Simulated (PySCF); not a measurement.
methane (CH4), SMILES C. Geometry: B3LYP-D3(BJ)/def2-TZVPD.

TDA-B3LYP/def2-TZVPD in PySCF puts the lowest singlet excitations at 9.99, 9.99, 9.99, 12.07, 12.07, 12.07 eV and the lowest triplet (TDA) at 9.62 eV.

Q: What are the lowest singlet roots from PySCF with EOM-CCSD/aug-cc-pVDZ? (An estimate is asked for; the answer gives what the named calculation found.)

A: 10.52, 10.52, 10.52, 11.81, 11.81, 11.81 eV; triplets 10.11, 10.11, 10.11 eV. S1 differs by 0.54 eV (second minus first; roots are paired by order, and the bases may differ).
